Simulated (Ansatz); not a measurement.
A calculation with Ansatz (development build ahead of 0.2.0).

```yaml
crystal:
  periodic: [false, false, false]
  atoms:
    - { symbol: C, position_ang: [0.01999, -0.04456, -0.43115] }
    - { symbol: C, position_ang: [-0.00871, 1.2566, 0.15468] }
    - { symbol: C, position_ang: [-0.0216, -1.25711, 0.16009] }
    - { symbol: H, position_ang: [-0.02084, 0.01683, -1.58109] }
    - { symbol: H, position_ang: [0.02503, 2.12118, -0.37455] }
    - { symbol: H, position_ang: [0.0076, 1.25561, 1.31245] }
    - { symbol: H, position_ang: [0.00857, -2.19995, -0.33529] }
    - { symbol: H, position_ang: [-0.00884, -1.25452, 1.26581] }
basis:
  gaussian: { orbitals: cc-pVDZ }
magnetization:
  spin_polarized: true
  initial_magnetization: 1
hamiltonian:
  xc: hf
correlation:
  method: mp2
  frozen_orbitals: { C: 1, H: 0 }
```

The input is written out in the form of the current development build from the run's settings.

Results

- Converged: yes
- Reference energy: -116.46317 hartree
- Correlation energy: -0.37130 hartree
- Total energy: -116.83447 hartree
- Spin squared of the determinant: 0.954

Caution: the unrestricted determinant is spin contaminated.
